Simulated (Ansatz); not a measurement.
**Predicting a hybrid from its neighbours: CH3NO (formamide)**

The species is CH3NO (6 atoms), meant as a singlet with charge 0. SMILES: `NC=O`. The shape is that of a PBE0-D4/def2-TZVP optimisation. This is one conformer, not always the lowest.

The electronic atomisation energy y, in eV, basis def2-TZVP; a is the functional's share of exact exchange. Programs: Ansatz 0.2.0.

```
functional  program     a  y (eV)
       PBE   Ansatz     0   25.58
      BLYP   Ansatz     0   24.91
     B3LYP   Ansatz   0.2   24.65
      PBE0   Ansatz  0.25   24.66
   r2SCAN0   Ansatz  0.25       ?
     BHLYP   Ansatz   0.5   23.40
```

Q: Fit y = c + s·a to the known rows and predict r2SCAN0.

A: 
1. Means of the 5 rows: a = 0.1900, y = 24.640.
2. Σ(Δa)² = 0.172, Σ(Δa·Δy) = -0.613, so the slope is -0.613/0.172 = -3.564.
3. Intercept: 24.640 − (-3.564) × 0.1900 = 25.317. The largest residual of the fit is 0.41.
4. r2SCAN0: 25.317 + (-3.564) × 0.25 = 24.43 eV.

The run gave 23.91 eV, so the prediction is off by +0.52 eV, about the largest residual. The rows mix families of semi-local functionals, which the line can't see.
